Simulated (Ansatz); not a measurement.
# AlClO+ (doublet): from Hartree-Fock to the top rungs, cc-pVDZ

An exercise on one series of results from a longer session: the logs are not shown, and one member is left open.

The runs use Ansatz 0.2.0, Gaussian basis; cc-pVDZ, core rule «outside noble gas», up to 11 orbitals frozen.

Plan: UHF; CCSD(T) on ROHF; CCSD(T) on UHF; BCCD(T) on ROHF; CISD; CCSDT(Q) on ROHF; CCSDT(Q) on UHF.

36 further runs of the same task are left out: 11 for a known fault of the program, 12 that didn't finish, 13 set aside as unsound or not needed.

## The geometry

The geometry is a PBE0/def2-TZVP stationary point (not a proven minimum) of the parent state, kept for this charge and spin.

3 atoms, charge 1, spin multiplicity 2.

Atoms are counted from 1 here; the program's logs count them from 0.

Bond lengths: Al1–O2 1.750 Å, Al1–Cl3 2.102 Å. Angles: O2–Al1–Cl3 112.3°.

The first run:

in.yaml

```yaml
crystal:
  periodic: [false, false, false]
  atoms:
    - {symbol: Al, position_ang: [0.000000, -0.618067, 0.625527]}
    - {symbol: O, position_ang: [0.000000, 0.622582, 1.860209]}
    - {symbol: Cl, position_ang: [0.000000, 0.189419, -1.315542]}
basis:
  gaussian: {orbitals: cc-pVDZ}
total_charge: 1
magnetization: {spin_polarized: true, initial_magnetization: 1}
hamiltonian: {xc: hf}
output: {orbitals: {seedname: orbitals}}
```

Started as:

```bash
ansatz run in.yaml --threads 1 --pin off --events-out ev --progress --plain --max-ram 2393MiB
```

Among the steps run: UHF; CCSD(T) on ROHF; CCSD(T) on UHF; BCCD(T) on ROHF; CISD; CCSDT(Q) on ROHF; CCSDT(Q) on UHF.

One of the session's tables, all rows but one given; the rest of the session is left out.

```
   method  from UCCSDT(Q) (kcal/mol)
     ROHF                    +227.42
      UHF                          ?
     RMP2                     +23.95
     UMP2                     +23.86
     CISD                     +28.57
    RCCSD                      +7.99
    UCCSD                      +7.96
 RCCSD(T)                      +1.71
 UCCSD(T)                      +1.73
  BCCD(T)                      +1.74
   RCCSDT                      +0.81
   UCCSDT                      +0.80
RCCSDT(Q)                      +0.21
UCCSDT(Q)                          0
```

Estimate the missing values for UHF.

**Answer.** from UCCSDT(Q) (kcal/mol): +224.79. In the column «from UCCSDT(Q) (kcal/mol)» it lies between CISD (+28.57) and ROHF (+227.42).

Caveats from the session: Restricted and unrestricted rows rest on different reference determinants; where their highest levels disagree by more than a few hundredths of an eV, they describe different states and don't form one ladder.
